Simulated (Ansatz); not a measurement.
# Relative stability

Two relaxed structures of B₂NH₄ (charge -1), singlet (PBE0-D4/def2-TZVPD; forces vanish, vibrations not checked).

A:

| atom | x (Å) | y (Å) | z (Å) |
| --- | --- | --- | --- |
| B1 | -1.0217 | 0.3455 | -0.5165 |
| B2 | 0.3528 | 0.0674 | 0.4245 |
| N3 | 1.0228 | -1.1137 | 0.1577 |
| H4 | -1.7620 | -0.5461 | -0.8832 |
| H5 | -1.3355 | 1.4331 | -0.9791 |
| H6 | 0.8011 | 0.9427 | 1.1911 |
| H7 | 1.9426 | -1.1290 | 0.6056 |

B:

```xyz
7
angstrom
B -1.2338 0.3696 -0.5376
B 0.0463 -0.4195 -0.2384
N 1.2147 -1.1398 0.0339
H -2.3371 -0.1026 -0.3271
H -1.1942 1.4975 -0.9967
H 1.6704 -1.7443 -0.6333
H 1.6974 -1.1137 0.9197
```

Computed with Ansatz 0.2.0 (basis: def2-TZVPPD); correlated methods freeze the cores. B3LYP uses VWN-RPA correlation.

Which structure is lower at CCSD(T), and by how much? (To be estimated.)

The calculation gives: A, by 2.99 kcal/mol (electronic energy, against the other). By their contacts, A is B₂NH₄ ([BH2][BH][NH]), total charge -1 and B is B₂NH₄ ([BH2][B][NH2]), total charge -1.

Do the other methods give the same order? (Judge from chemistry; the calculation decides.)

By the calculation: Not all: PBE-D4, r2SCAN-D4, PBE0-D4 give the other order.

```json
{"method": "PBE-D4", "E(B) − E(A) (kcal/mol)": "-0.61"}
{"method": "r2SCAN-D4", "E(B) − E(A) (kcal/mol)": "-0.14"}
{"method": "PBE0-D4", "E(B) − E(A) (kcal/mol)": "-1.36"}
{"method": "B3LYP-D4", "E(B) − E(A) (kcal/mol)": "1.97"}
{"method": "wB97M-V", "E(B) − E(A) (kcal/mol)": "0.60"}
{"method": "HF", "E(B) − E(A) (kcal/mol)": "4.42"}
{"method": "MP2", "E(B) − E(A) (kcal/mol)": "3.44"}
{"method": "CCSD", "E(B) − E(A) (kcal/mol)": "2.93"}
{"method": "CCSD(T)", "E(B) − E(A) (kcal/mol)": "2.99"}
```

T1 diagnostic: at most 0.019. The highest PBE0 orbital of the anion lies well above zero, so the extra electron may be unbound in the gas phase.

Labels in which every atom is bracketed show which atoms are joined, not bond orders.

For scale, one of the runs: CCSD(T)/def2-TZVPPD, 179 basis functions, launched by `ansatz run in.yaml --threads 2 --pin off --events-out ev --progress --plain --max-ram 4352MiB`. Hardware: 2 CPU threads of an Arm Neoverse N1, shared host. Wall time 41 s; peak host memory 1.7 GiB.
